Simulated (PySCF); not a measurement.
Species: CH₂S.
SMILES: `C=S`

Level of theory: PBE0-D3(BJ)/def2-SVP geometry optimisation, gas phase in PySCF.

Masses are those of the commonest isotopes; rigid-rotor values at the optimised geometry. 

Problem. Give the principal moments of inertia and the rotational constants in MHz.

Solution. Ia = 1.74, Ib = 28.48, Ic = 30.22 u·Å²; 505379 MHz·u·Å²/I gives A = 290143, B = 17747, C = 16724 MHz.

Problem. Classify the top.

Solution. A near-prolate asymmetric top. Ray's parameter κ = (2B − A − C)/(A − C) = -0.993; −1 is the prolate and +1 the oblate limit.

Problem. What does the inertial defect say?

Solution. Planar: Δ = Ic − Ia − Ib = 0.00 u·Å². For a rigid frame Δ = −2 Σ m c², so it vanishes when all atoms lie in the ab plane; here none is more than 0.01 Å from it.

Problem. Give the coordinates in the principal-axis frame, origin at the centre of mass.

Solution. The sense of each axis is arbitrary; atoms in the order of the calculation.
```json
{"atom": "C1", "mass (u)": "12.000", "a (Å)": "-1.091", "b (Å)": "0.000", "c (Å)": "0.000"}
{"atom": "S2", "mass (u)": "31.972", "a (Å)": "0.515", "b (Å)": "0.000", "c (Å)": "0.000"}
{"atom": "H3", "mass (u)": "1.008", "a (Å)": "-1.683", "b (Å)": "0.929", "c (Å)": "0.000"}
{"atom": "H4", "mass (u)": "1.008", "a (Å)": "-1.682", "b (Å)": "-0.930", "c (Å)": "0.000"}
```

Problem. List the rotational levels J(Ka,Kc) to J = 2 (cm⁻¹).

Solution. Above 0(0,0):
J = 1: 1(0,1) 1.1498, 1(1,1) 10.2360, 1(1,0) 10.2701
J = 2: 2(0,2) 3.4494, 2(1,2) 12.5015, 2(1,1) 12.6039, 2(2,1) 39.8623, 2(2,0) 39.8624
Those of J = 1 are B + C, A + C and A + B.

Problem. Which types of transition are allowed, and where do some lines up to J = 2 fall?

Solution. The dipole components are |μa| = 1.68 D, |μb| = 0.00 D, |μc| = 0.00 D; the symmetry axis of this C2v structure is a, so μb and μc vanish by symmetry and there are no b-type or c-type lines. Some lines, for components of 0.1 D or more:

```json
{"type": "a", "branch": "Q", "J(Ka,Kc)": "1(1,0) ← 1(1,1)", "MHz": "1023", "lower level (cm⁻¹)": "10.236"}
{"type": "a", "branch": "Q", "J(Ka,Kc)": "2(1,1) ← 2(1,2)", "MHz": "3069", "lower level (cm⁻¹)": "12.502"}
{"type": "a", "branch": "R", "J(Ka,Kc)": "1(0,1) ← 0(0,0)", "MHz": "34471", "lower level (cm⁻¹)": "0.000"}
{"type": "a", "branch": "R", "J(Ka,Kc)": "2(1,2) ← 1(1,1)", "MHz": "67920", "lower level (cm⁻¹)": "10.236"}
{"type": "a", "branch": "R", "J(Ka,Kc)": "2(0,2) ← 1(0,1)", "MHz": "68940", "lower level (cm⁻¹)": "1.150"}
{"type": "a", "branch": "R", "J(Ka,Kc)": "2(1,1) ← 1(1,0)", "MHz": "69966", "lower level (cm⁻¹)": "10.270"}
```

Problem. Estimate the classical rotational partition function at 200 K and 298.15 K.

Solution. Point group C2v, symmetry number σ = 2; q = (√π/σ)·√((kT/h)³/(ABC)), k/h = 20836.6 MHz/K: 812 at 200 K, 1480 at 298.15 K.

No PBE0-D3(BJ)/def2-SVP frequencies stand behind this structure, so it isn't proved a minimum. Zero-point vibration and centrifugal distortion are left out.

On an Arm Neoverse N1 with one thread, shared host with 64 logical CPUs at a one-minute load of 50, this took 5.2 s of wall time and 0.26 GiB of memory at its peak. These figures are those of the optimisation.
